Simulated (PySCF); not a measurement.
# The bond of AlS, level by level

The task here is to estimate one member of a computed series from the others.

Program: PySCF 2.14.0. Level of theory: Al x2c-TZVPPall, S x2c-TZVPPall, spin-free X2C with a Gaussian nucleus. These are calculated values, not measurements.

The first run:

Settings of the job:

```
atoms                         : Al, S
charge                        : 0
basis                         : Al x2c-TZVPPall, S x2c-TZVPPall
Hamiltonian                   : spin-free X2C with a Gaussian nucleus
basis functions               : 84
electrons treated             : 29
masses in u                   : 26.9815, 31.9721
levels                        : PBE0, PBE, r²SCAN, PBEsol, PW91, M06-L, BLYP, CAM-B3LYP, HF, MP2, SCS-MP2, CCSD, CCSD(T)
grid                          : 80 radial by 434 angular points
occupations                   : held fixed by the projection of orbital angular momentum
dissociation limit            : Al + S, each in its ground configuration
starting distance in angstrom : 2.180
values of 2S to try           : 1, 3
```

On the command line:

```
> OMP_NUM_THREADS=1 python dia.py task.json out
```

Among the steps run: The job; The PBE0 curve of the state that the search chose; Higher solutions at PBE0; PBE (GGA); r²SCAN (meta-GGA); PBEsol; PW91 (GGA); M06-L (meta-GGA); BLYP (GGA); CAM-B3LYP (range-separated hybrid); UHF (mean field); Adding correlation.

One of the session's tables, all rows but one given; the rest of the session is left out.

Energy (eV) from each level's lowest point:

```
R (Å)    UHF  UHF-MP2  UHF-SCS-MP2  UHF-CCSD  UHF-CCSD(T)
1.754  1.198    1.332        1.347       n/a          n/a
1.835  0.494    0.581        0.595     0.597        0.631
1.917  0.128    0.169        0.180     0.190        0.208
1.978  0.015    0.028        0.035     0.045        0.052
2.039  0.000    0.000        0.000     0.000        0.000
2.100  0.051    0.067        0.057     0.029        0.026
2.182  0.177    0.269        0.238     0.147        0.149
2.284      ?        ?            ?         ?            ?
2.406  0.644    1.007        0.908     0.705        0.734
2.569  1.019    1.510        1.377       n/a          n/a
```

**Question.** Estimate the row for R (Å) = 2.284.

Worked estimate for «UHF». A straight line through the neighbours (2.182, 0.177) and (2.406, 0.644) gives 0.177 + (0.644 − 0.177) × (2.284 − 2.182) / (2.406 − 2.182) = 0.390; a parabola fitted to 4 rows on both sides gives 0.381.

As computed: UHF: 0.377; UHF-MP2: 0.601; UHF-SCS-MP2: 0.538; UHF-CCSD: 0.375; UHF-CCSD(T): 0.388. In «UHF» the line misses by +0.013 and the parabola by +0.004.
